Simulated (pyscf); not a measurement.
H₂N–Al(NH₂)–N•–Al(NH₂)–NH₂ (SMILES [NH2][Al]([NH2])[N][Al]([NH2])[NH2]) + CH₄ (SMILES C) → H₂N–Al(NH₂)–NH–Al(NH₂)–NH₂ (SMILES [NH2][Al]([NH2])[NH][Al]([NH2])[NH2]) + CH₃• (SMILES [CH3]), a hydrogen abstraction (doublet surface; C–H broken, H–N formed). Structures and frequencies: ωB97X-D3(BJ)/def2-SVP in PySCF. Energies in eV from the separated reactants.

Small-basis levels: PySCF, no dispersion term, spherical d functions. AM1 to PM7: differences of heats of formation from MOPAC. GFN2-xTB: tblite. Open shells are spin-unrestricted. 

```json
[
 {"level": "HF/STO-3G", "barrier": "1.23", "reaction energy": "+0.46"},
 {"level": "SVWN5/6-31G*", "barrier": "-0.25", "reaction energy": "-0.16"},
 {"level": "PBE/6-31G*", "barrier": "0.26", "reaction energy": "-0.02"},
 {"level": "B3LYP/LANL2DZ", "barrier": "?", "reaction energy": "-0.11"},
 {"level": "B3LYP/6-31G*", "barrier": "0.59", "reaction energy": "+0.04"},
 {"level": "M06-2X/6-31G*", "barrier": "0.44", "reaction energy": "-0.14"},
 {"level": "B3LYP/6-311+G**", "barrier": "0.61", "reaction energy": "-0.13"},
 {"level": "PBE/def2-SVP", "barrier": "0.15", "reaction energy": "-0.20"},
 {"level": "B3LYP/def2-SVP", "barrier": "0.47", "reaction energy": "-0.14"},
 {"level": "GFN2-xTB", "barrier": "0.39", "reaction energy": "+0.44"},
 {"level": "AM1", "barrier": "0.82", "reaction energy": "-0.75"},
 {"level": "PM6", "barrier": "?", "reaction energy": "-0.50"},
 {"level": "ωB97M-D3(BJ)/def2-TZVP", "barrier": "?", "reaction energy": "-0.25"}
]
```

Task: Some entries are withheld; supply them.

Result: 
- B3LYP/LANL2DZ, barrier: 0.65
- PM6, barrier: 0.35
- ωB97M-D3(BJ)/def2-TZVP, barrier: 0.49

Against the last row the barrier runs from -0.74 (SVWN5/6-31G*) to +0.74 eV (HF/STO-3G). At SVWN5/6-31G*, GFN2-xTB this geometry lies under one side, so the entry may be no barrier of that level: it is a single point on another level's saddle. ωB97M-D3(BJ)/def2-TZVP has limits of its own. One saddle was located; it need not be the lowest between these sides. The angle at the transferred H is 167°.
